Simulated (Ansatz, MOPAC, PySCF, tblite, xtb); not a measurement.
Energy landscape of H₃ (cation, charge +1), singlet: collinear H-H-H surface. Scanned: first H-H distance and second H-H distance.

Levels: GFN2-xTB, 300 K electronic temperature (tblite); RHF/def2-SVP (PySCF); FCI/aug-cc-pVDZ = full CI/aug-cc-pVDZ, frozen core (Ansatz, a program for electronic structure); RHF/aug-cc-pVDZ (Ansatz); MP2/aug-cc-pVDZ = MP2 on RHF/aug-cc-pVDZ, frozen core in Ansatz; CCSD/aug-cc-pVDZ = CCSD on RHF/aug-cc-pVDZ, frozen core (Ansatz); CCSD(T)/aug-cc-pVDZ = CCSD(T) on RHF/aug-cc-pVDZ, frozen core (Ansatz); RKS-B3LYP/aug-cc-pVDZ = restricted B3LYP/aug-cc-pVDZ in Ansatz; RKS-PBE0/aug-cc-pVDZ = restricted PBE0/aug-cc-pVDZ (Ansatz); RKS-PBE/aug-cc-pVDZ = Ansatz with restricted PBE/aug-cc-pVDZ; AM1, restricted, heats of formation (MOPAC); PM6, restricted, heats of formation (MOPAC); GFN1-xTB (xtb); RKS-B3LYP/6-31G* = PySCF with restricted B3LYP/6-31G*, spherical d; RKS-B3LYP/LANL2DZ = restricted B3LYP/LANL2DZ (PySCF); RHF/6-31G* = restricted Hartree-Fock/6-31G*, spherical d (PySCF); RKS-LDA (SVWN5)/6-31G* = restricted LDA (SVWN5)/6-31G*, spherical d in PySCF.

Energies in kJ/mol at chosen points (x: first H-H distance (Å); y: second H-H distance (Å)), relative to x = 0.86, y = 0.87:

```csv
method,"(1.83, 0.87)","(1.37, 0.69)","(1.24, 0.93)","(1.37, 1.11)","(0.63, 1.87)","(1.03, 0.63)","(2.15, 0.69)"
GFN2-xTB,158.3,113.9,33.1,83.4,251.6,104.0,248.0
RHF,198.7,131.4,93.3,176.2,239.4,88.5,227.7
FCI/aug-cc-pVDZ,206.3,141.1,82.4,152.6,267.4,97.5,257.3
RHF/aug-cc-pVDZ,197.1,129.3,92.5,175.2,236.5,86.6,226.0
MP2/aug-cc-pVDZ,201.1,135.4,87.1,163.1,253.6,92.5,243.6
CCSD/aug-cc-pVDZ,206.3,141.1,82.4,152.6,267.4,97.5,257.3
CCSD(T)/aug-cc-pVDZ,206.3,141.1,82.4,152.6,267.4,97.5,257.3
RKS-B3LYP/aug-cc-pVDZ,179.7,127.6,75.9,144.5,244.6,93.6,232.1
RKS-PBE0/aug-cc-pVDZ,185.5,130.3,78.7,149.4,249.2,94.1,237.5
RKS-PBE/aug-cc-pVDZ,171.5,127.3,69.8,133.5,246.2,97.1,230.3
AM1,235.7,121.7,130.9,239.8,210.0,42.9,227.2
PM6,309.5,205.3,150.1,289.5,364.8,127.7,345.9
GFN1-xTB,139.1,101.6,62.5,121.3,209.0,102.6,184.2
RKS-B3LYP/6-31G*,185.1,124.8,84.3,156.2,234.0,84.4,226.1
RKS-B3LYP/LANL2DZ,186.5,125.7,83.7,155.4,237.2,85.4,229.7
RHF/6-31G*,198.2,124.3,97.2,180.7,223.0,77.7,217.0
RKS-LDA (SVWN5)/6-31G*,170.5,124.3,70.9,133.5,238.3,92.7,225.3
```
